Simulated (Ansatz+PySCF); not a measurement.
Results of a calculation; reference values are marked as such.
# Several solutions for singlet C2H6

```xyz
8

C     0.0000    0.0000   -0.7596
C     0.0000    0.0000    1.5191
H     0.0000   -1.0240   -1.1651
H    -0.8868    0.5120   -1.1651
H     0.8868    0.5120   -1.1651
H     0.0000    1.0240    1.9247
H    -0.8868   -0.5120    1.9247
H     0.8868   -0.5120    1.9247
```

Basis set: STO-3G (spherical functions). Charge 0, multiplicity 1.

UHF was run from several starts with Ansatz (development build ahead of 0.2.0) and PySCF 2.14.0.

```json
{"run": "A", "program": "PySCF", "start": "guess minao, instabilities followed", "converged": "yes", "energy (hartree)": "-78.15963", "<S²>": "0.64"}
{"run": "B", "program": "Ansatz", "start": "atomic start, no search", "converged": "yes", "energy (hartree)": "-78.12830", "<S²>": "0.00"}
{"run": "C", "program": "PySCF", "start": "guess atom, instabilities followed", "converged": "yes", "energy (hartree)": "-78.15963", "<S²>": "0.64"}
{"run": "D", "program": "Ansatz", "start": "search for the lowest state", "converged": "yes", "energy (hartree)": "-78.15963", "<S²>": "0.64"}
{"run": "E", "program": "PySCF", "start": "guess 1e, instabilities followed", "converged": "yes", "energy (hartree)": "-78.15963", "<S²>": "0.64"}
{"run": "F", "program": "PySCF", "start": "guess huckel, instabilities followed", "converged": "yes", "energy (hartree)": "-78.15963", "<S²>": "0.64"}
{"run": "G", "program": "PySCF", "start": "program defaults", "converged": "yes", "energy (hartree)": "-78.12830", "<S²>": "0.00"}
{"run": "H", "program": "Ansatz", "start": "stability test followed", "converged": "yes", "energy (hartree)": "-78.15963", "<S²>": "0.64"}
```

Problem. Which runs reached the lowest solution of this kind, and what is wrong with the others?

Solution. A, C, D, E, F, H reached the lowest solution found. Converged but too high: B by 0.85 eV, G by 0.85 eV. Convergence only shows a stationary point, and even a stable one can lie too high; stability tests and further starts are what find lower ones. Caution: the unrestricted determinant is spin contaminated. Caution: the determinant breaks the point group.
